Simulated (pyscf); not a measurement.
## Four-centre exchange: `[F][SiH2][O][SiH3]` + `[ClH]` → `[F][SiH2][O][SiH2][Cl]` + `[H][H]`

Gas phase, singlet surface, charge 0. Bonds broken: Si4–H7, Cl10–H11. Bonds formed: Si4–Cl10, H7–H11. Optimised with ωB97X-D3(BJ)/def2-SVP in PySCF.

Transition state (Å):

```xyz
11

F      0.9656     0.1282     1.1653
Si     0.1649    -0.9709     0.2863
O     -0.7673    -0.1493    -0.8271
Si    -2.0361     0.8766    -0.9061
H     -0.6277    -1.8573     1.1570
H      1.1648    -1.7127    -0.5156
H     -1.9046     2.4215    -0.1411
H     -1.7399     1.6785    -2.1263
H     -3.4381     0.4297    -0.9814
Cl    -2.3200     0.5405     1.5975
H     -2.0288     1.9325     0.6024
```

One imaginary mode, 900i cm⁻¹; descent along it reached the two sides named, in the forms told below.

```json
[
 {"bond": "Si4–H7", "change": "breaks", "reactant side (Å)": "1.485", "saddle": "1.729", "product side": "3.7"},
 {"bond": "Cl10–H11", "change": "breaks", "reactant side (Å)": "1.290", "saddle": "1.736", "product side": "3.0"},
 {"bond": "Si4–Cl10", "change": "forms", "reactant side (Å)": "3.5", "saddle": "2.542", "product side": "2.067"},
 {"bond": "H7–H11", "change": "forms", "reactant side (Å)": "3.5", "saddle": "0.899", "product side": "0.760"}
]
```

Electronic energies relative to the separated reactants (kJ/mol):

```tsv
level	barrier	reaction energy	reverse barrier
ωB97X-D3(BJ)/def2-TZVP	131.0	-99.1	230.1
PBE/def2-TZVP	112.5	-87.6	200.2
r²SCAN/def2-TZVP	116.0	-96.1	212.2
B3LYP-D3(BJ)/def2-TZVP	130.3	-91.3	221.7
PBE0-D3(BJ)/def2-TZVP	119.2	-90.8	210.0
M06-2X/def2-TZVP	130.8	-99.3	230.1
ωB97M-D3(BJ)/def2-TZVP	136.5	-89.9	226.4
HF/def2-TZVP	217.2	-74.5	291.8
```

With ωB97M-D3(BJ)/def2-TZVP energies and thermal terms (ideal gas, 1 atm, RRHO with modes under 100 cm⁻¹ raised to 100, one conformer, R ln 2 for rigid chiral ones), in kJ/mol:

| T (K) | ΔH‡ | ΔG‡ | ΔH | ΔG |
|---|---|---|---|---|
| 298 | 135.4 | 182.1 | -94.7 | -84.2 |
| 600 | 135.2 | 229.6 | -91.6 | -74.9 |
| 900 | 136.3 | 276.5 | -89.5 | -67.1 |
| 1200 | 137.9 | 323.0 | -88.4 | -59.8 |

On the reactant side the descent ends in a complex (not fully relaxed), 18.6 kJ/mol under the separated species and 149.5 kJ/mol under the saddle at ωB97X-D3(BJ)/def2-TZVP. One saddle was located; it need not be the lowest between these sides.
